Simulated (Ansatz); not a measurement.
Task: a rigid scan of one bond angle of H3OSi, SMILES O[SiH2], with the Ansatz DFT code, driven from Python. Give the script and its output. Settings (for the species named): PBE, 6-31G* basis, multiplicity 2, D3BJ dispersion.

```xyz
5

O     0.5573   -0.4338    0.7985
Si    0.0019    0.3419   -0.5339
H     0.7257   -1.3707    0.8148
H    -1.2448   -0.2536   -1.0008
H    -0.0401    1.7160   -0.0786
```

`bend_h3osi.py`
```python
import warnings

import ansatz as az
from ase import Atoms

warnings.simplefilter("ignore", az.DeckWarning)

atoms = Atoms(["O", "Si", "H", "H", "H"], positions=[
    (0.55731, -0.43376, 0.79846),
    (0.00193, 0.34195, -0.53394),
    (0.72569, -1.37066, 0.8148),
    (-1.24482, -0.25358, -1.00076),
    (-0.04011, 1.71604, -0.07856),
])

first = (
    az.Crystal.molecule_from_ase(atoms).calculation()
    .basis(gaussian="6-31G*")
    .functional("PBE", dispersion="d3bj")
    .spin("collinear", total=1)
    .relax(force_tolerance=0.02, max_steps=80)
)
atoms.positions = first.run(threads=1).report["positions_ang"]

rows = []
for angle in [85, 95, 105, 115, 125, 140, 160]:
    bent = atoms.copy()
    bent.set_angle(1, 0, 2, angle, indices=[2])
    calc = az.Crystal.molecule_from_ase(bent).calculation()
    calc = calc.basis(gaussian="6-31G*").functional("PBE", dispersion="d3bj")
    calc = calc.spin("collinear", total=1)
    rows.append((angle, calc.run(threads=1).report["free_energy_ev"]))
floor = min(e for _, e in rows)
for angle, e in rows:
    print(f"angle Si1-O0-H2 = {angle:3d} deg   {1000 * (e - floor):9.1f} meV")
```

`python bend_h3osi.py` gives:
```text
angle Si1-O0-H2 =  85 deg       393.9 meV
angle Si1-O0-H2 =  95 deg       152.2 meV
angle Si1-O0-H2 = 105 deg        29.1 meV
angle Si1-O0-H2 = 115 deg         0.0 meV
angle Si1-O0-H2 = 125 deg        42.7 meV
angle Si1-O0-H2 = 140 deg       191.6 meV
angle Si1-O0-H2 = 160 deg       424.6 meV
```

The scan is rigid, and the energies are electronic, in a modest basis. The zero is the lowest point of the grid, which needn't be the minimum. The run takes the species as open-shell (spin multiplicity 2), which needn't be its ground state. Hardware and time: 16 s on 1 thread of Arm Neoverse V1 (shared host), peak memory 0.19 GiB.
